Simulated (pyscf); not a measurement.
Structures and frequencies: ωB97X-D3(BJ)/def2-SVP in PySCF.

**Question.** Estimate the classical barrier height and the reaction energy of HO–SiH(O–SiH₃)–O–SiH₃ + HF -> F–SiH(O–SiH₃)–O–SiH₃ + H₂O at ωB97M-D3(BJ)/def2-TZVP. The step runs on the singlet surface, breaks O–Si, F–H and forms F–Si, H–O; take the separated reactants as zero.

**Answer.** ΔE‡ = 0.60 eV, ΔE = -0.48 eV. Zero-point energy shifts the barrier by +0.11 eV. It is a four-centre exchange, with an imaginary mode of 437i cm⁻¹. On the reactant side the descent ends in a bound adduct, 0.41 eV under the separated species and 1.04 eV under the saddle at ωB97X-D3(BJ)/def2-TZVP. One saddle was located; it need not be the lowest between these sides.
